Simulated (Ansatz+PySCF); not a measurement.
The numbers below are computed, except where a source is named.
Input for PySCF 2.14.0:

```python
from pyscf import gto, scf, mp

# the (T+d) and (D+d) sets load through basis_set_exchange
mol = gto.M(atom="""
C 0.000000 0.014880 -0.493690
S 0.000000 0.778140 1.057410
H 0.000000 -0.338630 1.831200
H 0.000000 0.795130 -1.251100
H -0.888110 -0.624760 -0.571910
H 0.888110 -0.624760 -0.571910
""", basis={'C': 'cc-pvtz', 'H': 'cc-pvtz', 'S': 'cc-pv(t+d)z'}, charge=1, spin=1)
mf = scf.UHF(mol)
mf.kernel()
pt = mp.MP2(mf, frozen=6).run()
print(mf.e_tot, pt.e_corr, pt.e_tot)
```

The script is written out from the run's settings.

Results

```
Converged                       : yes
Reference energy                : -437.45308 hartree
Correlation energy              : -0.32337 hartree
Total energy                    : -437.77645 hartree
Spin squared of the determinant : 0.767
```
